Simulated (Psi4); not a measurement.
# CCl4 (carbon tetrachloride) at HF/def2-SVP

Aim: the energy change on altering one bond length of CCl4 (carbon tetrachloride) at HF/def2-SVP, from 2 runs. 

Program for the calculation: Psi4 1.11.

3 further runs of the same task are left out: 1 that didn't finish, 2 set aside as unsound or not needed.

### 1 The structure to begin with

The species is CCl4 (5 atoms), meant as a singlet with charge 0. As SMILES, `ClC(Cl)(Cl)Cl`. The shape is that of a PBE0-D4/def2-TZVP optimisation.

Bond lengths: Cl1–C2 1.763 Å, C2–Cl3 1.763 Å, C2–Cl4 1.763 Å, C2–Cl5 1.763 Å. Angles: Cl1–C2–Cl3 109.5°, Cl1–C2–Cl4 109.5°, Cl1–C2–Cl5 109.5°, Cl3–C2–Cl4 109.5°, Cl3–C2–Cl5 109.5°, Cl4–C2–Cl5 109.5°.

### 2 Energy and gradient at HF/def2-SVP

Input file run.py:

```python
import psi4

psi4.set_memory(2200000000)
psi4.set_num_threads(1)
psi4.core.set_output_file('ccl4.out', False)

mol = psi4.geometry("""
0 1
Cl    -0.668000     0.146960     1.624600
C     -0.000030     0.000120    -0.000100
Cl     1.442040    -1.012680     0.047270
Cl    -1.198720    -0.733970    -1.063930
Cl     0.424690     1.599560    -0.607850
symmetry c1
""")

options = {'basis': 'def2-SVP', 'puream': True, 'e_convergence': 1e-09, 'd_convergence': 1e-08, 'scf_type': 'pk'}
psi4.set_options(options)

E, wfn = psi4.gradient("scf", molecule=mol, return_wfn=True)
psi4.oeprop(wfn, "MULLIKEN_CHARGES", "MAYER_INDICES", "QUADRUPOLE")
print('gradient / Eh bohr^-1')
print(E.np.round(6))
print(f'energy = {wfn.energy():.10f} Eh')
for k, v in sorted(psi4.core.scalar_variables().items()):
    print(f'{k:45s} {v:18.10f}')
```

Command:

```sh
$ python run.py
```

ccl4.out:

```text
[...]
  Running in c1 symmetry.
[...]
  Nuclear repulsion =  441.227559781951811
[...]
  Multiplicity = 1
[...]
  Nalpha       = 37
  Nbeta        = 37
[...]
    Number of basis functions: 86
[...]
   @RHF iter   1: -1875.05619959214323    1.75598e-01   5.84565e-03 DIIS/ADIIS
[...]
   @RHF iter   9: -1875.20005693834878   -3.02407e-11   9.59270e-09 DIIS
[...]
  @RHF Final Energy: -1875.20005693834878
   => Energetics <=
    Nuclear Repulsion Energy =            441.2275597819518111
    One-Electron Energy =               -3470.0763522773650038
    Two-Electron Energy =                1153.6487355570645832
    Total Energy =                      -1875.2000569383487800
[...]
  -Total Gradient:
     Atom            X                  Y                   Z
    ------   -----------------  -----------------  -----------------
       1        0.001051498009    -0.000269962590    -0.002525942916
       2       -0.000024487130     0.000018714349    -0.000019015391
       3       -0.002251702288     0.001543459074    -0.000044029200
       4        0.001847251945     0.001092851814     0.001668371441
       5       -0.000622560549    -0.002385062626     0.000920616093
[...]
 Multipole Moments:
 ------------------------------------------------------------------------------------
     Multipole            Electronic (a.u.)      Nuclear  (a.u.)        Total (a.u.)
 ------------------------------------------------------------------------------------
 L = 1.  Multiply by 2.5417464519 to convert [e a0] to [Debye]
 Dipole X            :         -0.0000927           -0.0000094           -0.0001021
 Dipole Y            :          0.0000350            0.0000441            0.0000791
 Dipole Z            :         -0.0000447           -0.0000354           -0.0000801
 Magnitude           :                                                    0.0001520
 L = 2.  Multiply by 1.3450342976 to convert [e a0^2] to [Debye ang]
 Quadrupole XX       :       -292.5298176          251.5133389          -41.0164787
 Quadrupole XY       :         -0.0386777            0.0392967            0.0006190
[...]
  Mulliken Charges: (a.u.)
   Center  Symbol    Alpha    Beta     Spin     Total
       1    CL     8.52637  8.52637  0.00000 -0.05275
       2     C     2.89449  2.89449  0.00000  0.21101
       3    CL     8.52638  8.52638  0.00000 -0.05276
       4    CL     8.52637  8.52637  0.00000 -0.05274
       5    CL     8.52638  8.52638  0.00000 -0.05276
   Total alpha = 37.00000, Total beta = 37.00000, Total charge = -0.00000
  Mayer Bond Indices:
[...]
```

The script printed:

```text
gradient / Eh bohr^-1
[[ 1.051e-03 -2.700e-04 -2.526e-03]
 [-2.400e-05  1.900e-05 -1.900e-05]
 [-2.252e-03  1.543e-03 -4.400e-05]
 [ 1.847e-03  1.093e-03  1.668e-03]
 [-6.230e-04 -2.385e-03  9.210e-04]]
energy = -1875.2000569383 Eh
CURRENT ENERGY                                  -1875.2000569383
CURRENT REFERENCE ENERGY                        -1875.2000569383
DD SOLVATION ENERGY                                 0.0000000000
HF KINETIC ENERGY                                1875.3116413618
HF POTENTIAL ENERGY                             -3750.5116983001
HF TOTAL ENERGY                                 -1875.2000569383
HF VIRIAL RATIO                                     1.9999404982
NUCLEAR REPULSION ENERGY                          441.2275597820
ONE-ELECTRON ENERGY                             -3470.0763522774
PCM POLARIZATION ENERGY                             0.0000000000
PE ENERGY                                           0.0000000000
SCF ITERATION ENERGY                            -1875.2000569383
SCF ITERATIONS                                      9.0000000000
SCF TOTAL ENERGY                                -1875.2000569383
TWO-ELECTRON ENERGY                              1153.6487355571
```

It took 13 s on 1 thread of Intel Xeon at 2.50GHz (Skylake/Cascade Lake), shared host; peak memory 0.29 GiB.

### 3 The distorted shape: the energy at HF/def2-SVP

Input file job.inp:

```
memory 2200 mb

molecule molecule1 {
  0 1
  Cl
  C 1 r2
  Cl 2 r3 1 a3
  Cl 2 r4 3 a4 1 d4
  Cl 2 r5 4 a5 3 d5

  r2 = 2.6442
  r3 = 1.762831
  a3 = 109.45535
  r4 = 1.762805
  a4 = 109.46457
  d4 = -119.97895
  r5 = 1.762939
  a5 = 109.48671
  d5 = 120.0127
  symmetry c1
  no_reorient
  no_com
}

set basis def2-SVP
set puream true
set e_convergence 1e-09
set d_convergence 1e-08
set scf_type pk

e_tot, wfn = energy("scf", return_wfn=True)
oeprop(wfn, "LOWDIN_CHARGES", "QUADRUPOLE", "WIBERG_LOWDIN_INDICES", title="SCF")
print_variables()
```

Command:

```sh
$ psi4 -n 1 job.inp job.out
```

job.out:

```text
[...]
  Running in c1 symmetry.
[...]
  Nuclear repulsion =  397.887640381739686
[...]
  Multiplicity = 1
[...]
  Nalpha       = 37
  Nbeta        = 37
[...]
    Number of basis functions: 86
[...]
   @RHF iter   1: -1874.86499145424250   -2.78429e-01   6.74539e-03 ADIIS/DIIS
[...]
   @RHF iter  12: -1875.09844625145888   -9.54969e-12   7.16821e-09 DIIS
[...]
    Orbital Energies [Eh]
    ---------------------
    Doubly Occupied:
       1A   -104.870288     2A   -104.870275     3A   -104.870224
       4A   -104.773455     5A    -11.531381     6A    -10.633066
       7A    -10.633057     8A    -10.633031     9A    -10.529821
      10A     -8.107910    11A     -8.107901    12A     -8.107877
      13A     -8.103876    14A     -8.103870    15A     -8.103853
      16A     -8.103711    17A     -8.103701    18A     -8.103685
      19A     -8.004394    20A     -8.001303    21A     -8.001303
      22A     -1.279163    23A     -1.152522    24A     -1.152499
      25A     -1.010496    26A     -0.843650    27A     -0.669322
      28A     -0.669304    29A     -0.619296    30A     -0.535752
      31A     -0.535732    32A     -0.498822    33A     -0.498800
      34A     -0.485115    35A     -0.425112    36A     -0.425111
[...]
  @RHF Final Energy: -1875.09844625145888
   => Energetics <=
    Nuclear Repulsion Energy =            397.8876403817396863
    One-Electron Energy =               -3382.9779615248289701
    Two-Electron Energy =                1109.9918748916302320
    Total Energy =                      -1875.0984462514588813
[...]
 Multipole Moments:
 ------------------------------------------------------------------------------------
     Multipole            Electronic (a.u.)      Nuclear  (a.u.)        Total (a.u.)
 ------------------------------------------------------------------------------------
 L = 1.  Multiply by 2.5417464519 to convert [e a0] to [Debye]
 Dipole X            :          0.0001302           -0.0000249            0.0001053
 Dipole Y            :         -0.0000344            0.0000450            0.0000106
 Dipole Z            :          1.3871318            0.0637788            1.4509106
 Magnitude           :                                                    1.4509106
 L = 2.  Multiply by 1.3450342976 to convert [e a0^2] to [Debye ang]
 Quadrupole XX       :       -291.5878674          251.5995942          -39.9882732
 Quadrupole XY       :          0.0332824           -0.0336276           -0.0003452
[...]
```

Run time: 6.9 s. Hardware: 1 thread of Intel Xeon at 2.50GHz (Skylake/Cascade Lake), shared host; peak memory 0.29 GiB.

### 4 What came out

At HF/def2-SVP:

| quantity | value |
| --- | --- |
| first shape: total energy | -1875.20006 Eh |
| first shape: dipole moment | 0.00 D |
| first shape: HOMO energy | -12.44 eV |
| first shape: LUMO energy | 3.79 eV |
| first shape: HOMO–LUMO gap | 16.23 eV |
| first shape: largest force on an atom | 0.141 eV/Å |
| distorted shape: total energy | -1875.09845 Eh |
| distorted shape: dipole moment | 3.69 D |
| distorted shape: HOMO energy | -10.84 eV |
| distorted shape: LUMO energy | -1.55 eV |
| distorted shape: HOMO–LUMO gap | 9.29 eV |
| energy change with the Cl1–C2 bond stretched from 1.763 to 2.644 Å | 2.765 eV |

One bond (distorted shape) is far stretched, which a spin-restricted single reference describes badly; a broken-symmetry solution may lie lower. With the Cl1–C2 bond stretched from 1.763 to 2.644 Å the energy rises by 2.76 eV (267 kJ/mol). The first shape isn't relaxed at this level, so the change isn't measured from a minimum. A restricted reference can't describe the breaking bond well at this length.
